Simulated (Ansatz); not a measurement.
# C₃H₃F₃: up Jacob's ladder to CCSD(T)

One table from this session's results is given with a row withheld; the runs are named, their logs left out.

Program: Ansatz 0.2.0, Gaussian basis. Level of theory: functionals in def2-TZVPP, the program's frozen cores in correlated methods. These are calculated values, not measurements.

Levels to be run: LDA (SPW92), PBE-D4, revPBE-D4, BLYP-D4, r2SCAN-D4, B97M-V, PBE0-D4, B3LYP-D4, r2SCANh-D4, r2SCAN0-D4, HSE06-D4, BHLYP-D4, CAM-B3LYP-D4, LC-ωPBE, ωB97X-V, ωB97M-V, B2PLYP, PBE-QIDH; CCSD(T)/def2-SVP; CCSD(T)/def2-TZVPP; MP2/def2-QZVPP; extrapolation to the limit; RPA on PBE.

## The geometry

All runs share one geometry, relaxed beforehand with PBE0-D4 in a triple-zeta def2 set.

SMILES `FCC=C(F)F`, 9 atoms, charge 0, spin multiplicity 1.

Atoms are counted from 1 here; the program's logs count them from 0.

Bond lengths: F1–C2 1.389 Å, C2–C3 1.482 Å, C2–H7 1.092 Å, C2–H8 1.094 Å, C3–C4 1.319 Å, C3–H9 1.082 Å, C4–F5 1.312 Å, C4–F6 1.310 Å. Angles: F1–C2–C3 110.4°, F1–C2–H7 107.9°, F1–C2–H8 106.9°, C3–C2–H7 111.5°, C3–C2–H8 110.9°, H7–C2–H8 109.1°, C2–C3–C4 123.0°, C2–C3–H9 119.8°, C4–C3–H9 117.2°, C3–C4–F5 125.6°, C3–C4–F6 124.7°, F5–C4–F6 109.8°.

Set-up of the first run:

The input, in.yaml:

```yaml
crystal:
  periodic: [false, false, false]
  atoms:
    - {symbol: F, position_ang: [-0.358276, -2.020931, -0.611163]}
    - {symbol: C, position_ang: [0.505434, -0.953978, -0.400205]}
    - {symbol: C, position_ang: [-0.088926, 0.010592, 0.554888]}
    - {symbol: C, position_ang: [-0.480385, 1.220713, 0.203785]}
    - {symbol: F, position_ang: [-0.387507, 1.733218, -1.000381]}
    - {symbol: F, position_ang: [-1.009204, 2.099022, 1.019950]}
    - {symbol: H, position_ang: [0.705041, -0.487803, -1.366895]}
    - {symbol: H, position_ang: [1.435664, -1.372194, -0.005432]}
    - {symbol: H, position_ang: [-0.233340, -0.274940, 1.588353]}
basis:
  gaussian: {orbitals: def2-TZVPP}
hamiltonian: {xc: lda}
output: {orbitals: {seedname: orbitals}}
```

Command:

```bash
ansatz run in.yaml --threads 4 --pin off --events-out ev --progress --plain --max-ram 10444MiB
```

Among the steps run: LDA; PBE-D4 (GGA); revPBE-D4 (GGA); BLYP-D4 (GGA); r2SCAN-D4 (meta-GGA); B97M-V (meta-GGA); PBE0-D4 (hybrid); B3LYP-D4 (hybrid); r2SCANh-D4 (hybrid); r2SCAN0-D4 (hybrid); HSE06-D4 (hybrid); BHLYP-D4 (hybrid); CAM-B3LYP-D4 (range-separated); LC-ωPBE (range-separated); ωB97X-V (range-separated); ωB97M-V (range-separated); B2PLYP (double hybrid); PBE-QIDH (double hybrid).

One table of the session follows, with a row left open; its other results are not shown here.

It belongs to the step «Orbital energies across the functionals». 

| functional | HOMO (eV) | gap (eV) |
| --- | --- | --- |
| LDA (SPW92) | -6.86 | 5.52 |
| PBE-D4 | -6.64 | 5.60 |
| revPBE-D4 | -6.55 | 5.63 |
| BLYP-D4 | -6.53 | 5.58 |
| r2SCAN-D4 | -6.89 | 6.11 |
| B97M-V | -6.94 | 6.27 |
| PBE0-D4 | -7.96 | 7.97 |
| B3LYP-D4 | -7.75 | 7.46 |
| r2SCANh-D4 | -7.39 | 6.98 |
| r2SCAN0-D4 | -8.13 | 8.29 |
| HSE06-D4 | -7.55 | 7.18 |
| BHLYP-D4 | -9.16 | 10.30 |
| CAM-B3LYP-D4 | -9.37 | 10.49 |
| LC-ωPBE | -10.70 | 13.09 |
| ωB97X-V | -10.31 | 12.65 |
| ωB97M-V | ? | ? |

Q: Estimate the row for ωB97M-V from the others.

As computed: HOMO (eV): -10.22; gap (eV): 12.43. In the column «HOMO (eV)» it lies between ωB97X-V (-10.31) and CAM-B3LYP-D4 (-9.37).
